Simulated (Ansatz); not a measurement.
The input, for Ansatz 0.2.0:

```yaml
crystal:
  periodic: [false, false, false]
  atoms:
    - {symbol: As, position_ang: [0.000000, 0.000000, 0.000000]}
    - {symbol: Mg, position_ang: [0.000000, 0.000000, 2.245000]}
basis:
  gaussian: {orbitals: cc-pVTZ}
total_charge: 1
magnetization: {spin_polarized: false}
correlation: {method: ccsdt_q, electrons: outside_noble_gas}
```

```sh
$ ansatz run in.yaml --threads 1 --pin off --events-out ev --progress --plain --max-ram 2393MiB
```

Output:

```
841 factors; integrals over basis functions are off by at most 1.4e-7 eV
mean field evaluation 1: about -66218.9782 eV, gradient 1.6e1 eV
mean field evaluation 2: about -66219.0732 eV, gradient 1.6e1 eV
mean field evaluation 4: about -66219.8936 eV, gradient 9.5e-1 eV
mean field evaluation 8: about -66219.9115 eV, gradient 1.8e-1 eV
mean field evaluation 16: about -66219.9122 eV, gradient 1.7e-6 eV
mean field evaluation 32: about -66219.9122 eV, gradient 1.9e-3 eV
mean field evaluation 64: about -66216.4582 eV, gradient 2.5e-1 eV
mean field evaluation 96: about -66216.4598 eV, gradient 9.0e-3 eV
mean field -66219.91223683 eV, -2433.5368892348 hartree, gradient 1.6e-6 eV, S^2 0.000000; 3 other end points of the search recorded, 0 dependent functions left out; unrestricted orbitals would lower it
determinant -66219.91223683 eV, -2433.5368892348 hartree, with singles and doubles -66223.80904967 eV, -2433.6800944655 hartree
determinant -66216.45980774 eV, -2433.4100148058 hartree, with singles and doubles -66220.16888604 eV, -2433.5463209196 hartree
unrestricted determinant -66221.25534967 eV, -2433.5862477212 hartree, S^2 1.0255
19 core orbitals not correlated: weight in the atoms' cores, before any rotation towards them, 1.000 or more for the frozen orbitals, at most 0.000 for the correlated occupied ones
reference -66219.91223683 eV, -2433.5368892348 hartree; 3, 3 occupied and 55, 55 virtual orbitals, 841 factors
second order -3.16398289 eV of doubles, -0.00000000 eV of singles
cycle   1  -3.58550868 eV  change   -4.2e-1 eV  update   8.2e-2
cycle   2  -3.85331344 eV  change   -2.7e-1 eV  update   4.7e-2
...
cycle  14  -4.25402455 eV  change   -2.6e-3 eV  update   3.9e-4
cycle  15  -4.25268270 eV  change    1.3e-3 eV  update   2.2e-4
cycle  16  -4.25291689 eV  change   -2.3e-4 eV  update   1.2e-4
cycle  17  -4.25310909 eV  change   -1.9e-4 eV  update   4.0e-5
cycle  18  -4.25307758 eV  change    3.2e-5 eV  update   2.2e-5
cycle  19  -4.25307507 eV  change    2.5e-6 eV  update   1.3e-5
cycle  20  -4.25306559 eV  change    9.5e-6 eV  update   9.6e-6
cycle  21  -4.25306218 eV  change    3.4e-6 eV  update   3.2e-6
cycle  22  -4.25306856 eV  change   -6.4e-6 eV  update   1.6e-6
cycle  23  -4.25306790 eV  change    6.6e-7 eV  update   6.1e-7
perturbative correction -0.06067277 eV, -0.0022296830 hartree
WARN: these amplitudes may be one of several solutions (largest doubles amplitude 0.82, level shift 0.00 eV)
Total energy: -66224.22597750 eV, -2433.6954162804 hartree
```

Ran on 1 thread of Intel Xeon Platinum 8488C, shared host: 11 s wall, 0.28 GiB peak host memory.
